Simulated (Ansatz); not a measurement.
## One elementary step

Start structure (SiH5OF, singlet), relaxed at PBE0-D4/def2-TZVP:

| atom | x (Å) | y (Å) | z (Å) |
| --- | --- | --- | --- |
| Si1 | -1.0967 | 0.3580 | -0.2479 |
| F2 | -0.8862 | -1.0305 | 0.5410 |
| H3 | -0.5580 | 0.2330 | -1.6175 |
| H4 | -2.5638 | 0.5813 | -0.2939 |
| H5 | -0.4535 | 1.4512 | 0.5137 |
| H6 | 1.3884 | -1.1656 | 0.4254 |
| O7 | 1.8292 | -0.4277 | -0.0055 |
| H8 | 2.3407 | 0.0005 | 0.6848 |

The step: SiH₃F ([F][SiH3]) + H₂O → SiH₄O ([OH][SiH3]) + HF; bonds formed: Si1–O7, F2–H6; bonds broken: Si1–F2, H6–O7. Computed with Ansatz 0.2.0 (basis: def2-TZVPP and def2-QZVPP); correlated methods freeze the cores. Extrapolation: Hartree–Fock as exp(−7.88 √X), correlation as X^−2.97. Energies below are by CCSD(T) at an estimated basis limit (MP2 extrapolated from triple and quadruple zeta, plus CCSD(T) − MP2 in triple zeta).

**Question.** What are the electronic barrier and the energy of the step, from the start structure to the end structure? (An estimate is asked for; the value comes from the calculation.)

**Answer.** By the calculation: Barrier 31.60 kcal/mol; step energy 5.66 kcal/mol (uphill); reverse barrier, their difference, 25.94 kcal/mol. Barrier and step energy count from the start structure, the reverse barrier from the end structure.

The saddle point: One imaginary mode of 604i cm⁻¹.
```
  pair  start (Å)  saddle (Å)  end (Å)
Si1–O7       3.04        1.83     1.67
 F2–H6       2.28        1.27     0.94
Si1–F2       1.61        1.96     3.85
 H6–O7       0.96        1.10     1.68
```

Zero-point energy (harmonic, PBE0-D4): ZPE is 32.10 kcal/mol at the start and 31.65 kcal/mol at the saddle, so the barrier goes from 31.60 to 31.15 kcal/mol.

The T1 diagnostic stays at or below 0.012.

The step is the kind of ligand exchange by which a precursor binds to a hydroxyl group, or is hydrolysed, in atomic layer deposition of oxides.

Labels in which every atom is bracketed show which atoms are joined, not bond orders.

For scale, one of the runs: CCSD(T)/def2-TZVPP, 174 basis functions (an equivalent command: `ansatz run in.yaml --threads 2`). Hardware: 2 CPU threads, shared host. Wall time 17 s; peak host memory 1.6 GiB.
